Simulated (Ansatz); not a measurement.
# CH4NSi: the cost of one run

Program: Ansatz 0.2.0. Level of theory: RKS PBE-D4/def2-SVP. These are calculated values, not measurements.

### Step 1. The system as given

Bond lengths: N1–C2 1.265 Å, C2–Si3 1.784 Å, N1–H4 1.023 Å, N1–H5 1.025 Å, Si3–H6 1.447 Å, Si3–H7 1.447 Å. Angles: N1–C2–Si3 150.5°, C2–N1–H4 120.2°, C2–N1–H5 125.0°, H4–N1–H5 114.8°, C2–Si3–H6 117.5°, C2–Si3–H7 116.5°, H6–Si3–H7 124.3°.

As a file:

```xyz
7

N    -1.1501   -0.2455   -0.8956
C    -0.2932   -0.3388    0.0296
Si    1.1528    0.2753    0.8750
H    -1.8909   -0.9458   -0.9837
H    -1.1808    0.5029   -1.5953
H     0.9443    1.0754    2.0621
H     2.4179   -0.3235    0.5079
```

### Step 2. Relaxing the start

File input.yaml:

```yaml
crystal:
  periodic: [false, false, false]
  atoms:
    - { symbol: "N", position_ang: [-1.15012, -0.24545, -0.89564] }
    - { symbol: C, position_ang: [-0.29316, -0.33877, 0.02963] }
    - { symbol: Si, position_ang: [1.15279, 0.27529, 0.87502] }
    - { symbol: H, position_ang: [-1.8909, -0.94585, -0.9837] }
    - { symbol: H, position_ang: [-1.1808, 0.50294, -1.59529] }
    - { symbol: H, position_ang: [0.94433, 1.07538, 2.0621] }
    - { symbol: H, position_ang: [2.41786, -0.32354, 0.50788] }
total_charge: 1
basis:
  gaussian: { orbitals: def2-SVP }
hamiltonian:
  xc: pbe
  dispersion: d4
relax:
  f_tol: 0.02
  max_steps: 40
```

Started as:

```sh
$ ansatz run input.yaml --threads 1 --pin off --max-ram 2048MiB --backend cpu --events-out ev --progress --plain --runs-dir out
```

What time and memory should one allow on 1 thread of Arm Neoverse V1, shared host?

About 12 s, with a peak of 0.13 GiB.
